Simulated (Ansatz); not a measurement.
A made-up structure of CH2BS (charge -1), singlet:

```xyz
5
angstrom
C -1.3411 -0.3286 -0.0208
B -0.0340 -0.1930 0.0928
S 1.7609 -0.1206 0.3062
H -2.4024 -0.4318 -0.1155
H -0.9518 0.5828 0.3551
```

It is relaxed with PBE-D4/def2-SVPD and then PBE0-D4/def2-TZVPD (Ansatz 0.2.0). Atoms count as bonded within 1.22 times the sum of their covalent radii (H–H: 0.88 Å). The end point is not checked to be a true minimum.

**Question.** Does its bonding change? (Judge from chemistry; the calculation decides.)

**Answer.** By the calculation: Yes. Formed: none; broken: B2–H5.

Where it ends: The first stage lowers the energy by 1.78 eV in 8 steps. It ends as CH₂BS ([CH2][B][S]), total charge -1:
C1  (-1.256, 0.022, 0.124)
B2  (0.145, -0.233, 0.123)
S3  (1.804, -0.535, 0.123)
H4  (-1.983, -0.707, -0.224)
H5  (-1.678, 0.961, 0.472)
(Å)

Labels in which every atom is bracketed show which atoms are joined, not bond orders.

For scale, one of the runs: PBE0-D4/def2-TZVPD relaxation, 138 basis functions, launched by `ansatz run in.yaml --threads 2 --pin off --events-out ev --progress --plain --max-ram 4352MiB`. The run took about 8.5 s on 2 CPU threads of an Arm Neoverse V2 (shared host).
